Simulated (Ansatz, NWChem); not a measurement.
Heat of formation of BN2H5 (SMILES NBN) from total energies

BN2H5: 8 atoms, total charge 0, spin state singlet. As SMILES, `NBN`. The shape is that of a PBE0-D4/def2-TZVP optimisation.

Total energies at B3LYP/6-31G* (spherical functions) (NWChem 7.3.0); the atoms run unrestricted:

| species | state | energy (Eh) |
| --- | --- | --- |
| BN2H5 | singlet | -137.436067 |
| N | quartet | -54.582875 |
| B | doublet | -24.653835 |
| H | doublet | -0.500273 |

Harmonic wavenumbers at PBE0-D4/def2-TZVP, in cm⁻¹: 356, 398, 400, 464, 608, 820, 928, 931, 1091, 1202, 1442, 1636, 1638, 2600, 3638, 3639, 3743, 3744.

Measured heats of formation of the gaseous atoms at 298.15 K, in kJ/mol: N 472.4, B 570.3, H 218.0. Take 1 Eh = 2625.50 kJ/mol, 1 cm⁻¹ = 0.0119627 kJ/mol, RT = 2.479 kJ/mol.

What heat of formation follows?


1. Electronic atomisation energy: 2 × (-54.582875) + (-24.653835) + 5 × (-0.500273) − (-137.436067) = 1.115117 Eh = 2927.7 kJ/mol.
2. Zero-point energy: half the sum of the wavenumbers, 14639 cm⁻¹ = 175.1 kJ/mol.
3. Thermal vibrational enthalpy, Σ hcν̃/(exp(hcν̃/kT) − 1): 4.2 kJ/mol. Translation, rotation and pV of a non-linear molecule: 4 RT = 9.9 kJ/mol.
4. The 8 free atoms carry 5/2 RT each: 49.6 kJ/mol.
5. Atomisation enthalpy at 298 K: 2927.7 − 175.1 − 4.2 − 9.9 + 49.6 = 2788.1 kJ/mol.
6. Sum of the atoms' heats of formation: 2605.1 kJ/mol. Heat of formation: 2605.1 − 2788.1 = -183.0 kJ/mol.

No measured value is set beside it here. Anharmonicity and any spin-orbit splitting of the molecule are left out.
